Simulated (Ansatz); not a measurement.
For zinc-blende HgS (metastable phase), PBEsol (Ansatz, an electronic-structure program, PAW) gives:

```
Item                                  Value
-----------------------------  ------------
lattice constant a                  5.876 Å
bulk modulus B0                    60.3 GPa
cohesive energy                2.16 eV/atom
band gap at the measured cell       0.00 eV
```

Problem. What does B3LYP (VWN-RPA form) in Ansatz (PAW) give for the same quantities?

Solution. 
- lattice constant a: 6.039 Å (increases by 2.8 %)
- bulk modulus: 50.7 GPa (falls by 16 %)
- cohesive energy: 1.43 eV/atom (decreases by 0.73 eV/atom)
- band gap at the measured cell: 0.60 eV (rises by 0.60 eV)

For comparison: lattice constant a 5.841 Å (measured, 295 K, no zero-point or thermal correction; as tabulated in Cardona et al. (2009), arXiv:0908.2634).

Changes are worked out from the printed values.

Unless a cell is named, each level is at its own relaxed cell (PBEsol 25.36, B3LYP (VWN-RPA form) 27.53 Å³/atom).

Levels without +SOC leave out spin–orbit coupling, which shifts energies and cells of such heavy elements.

Levels without +SOC have no spin–orbit coupling; where heavier elements are present it shifts gaps, mostly down, and can invert bands. A gap of zero means that the bands touch or overlap. Density-functional gaps are differences of (generalised) Kohn–Sham levels.

Caveats: the cell is over a tenth larger than the published one: the level's own overestimate first of all, though another phase or state, or a fault of the published cell, is possible (B3LYP (VWN-RPA form)). Ansatz's density-functional and Hartree–Fock values are scalar-relativistic unless marked +SOC, with PAW data made under PBE.
